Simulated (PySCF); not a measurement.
```xyz
4
charge 0 multiplicity 1, angstrom
Al    1.4782    0.0000    0.0000
Al   -1.4782    0.0000    0.0000
H     0.0000    1.0737    0.0000
H     0.0000   -1.0737    0.0000
```

Level of theory: PBE0/[Al def2-TZVP, H def2-TZVP], no relativity, density fitting, PySCF.

This geometry of Al₂H₂ is a stationary point at this level.

What is the point group?

D2h.

Is it a minimum?

Yes: all harmonic wavenumbers are real, though the softest, 56 cm⁻¹, leaves little margin.

List the harmonic modes with their infrared intensities.


```csv
symmetry,ω (cm⁻¹),IR (km/mol)
b3u,56,155
ag,318,0.0
b2u,996,104
b3g,1135,0.0
b1u,1218,1900
ag,1357,0.0
```

What are the dipole moment and the gap between the highest occupied and lowest empty levels?

0.00 D and 2.65 eV.

In D2h the vibrations span b3u + 2ag + b2u + b3g + b1u. The ag, b3g modes carry no infrared intensity, as symmetry demands. With a centre of inversion only u modes can be infrared active and only g modes Raman active.

Only a few start shapes were tried, so a lower isomer may exist.
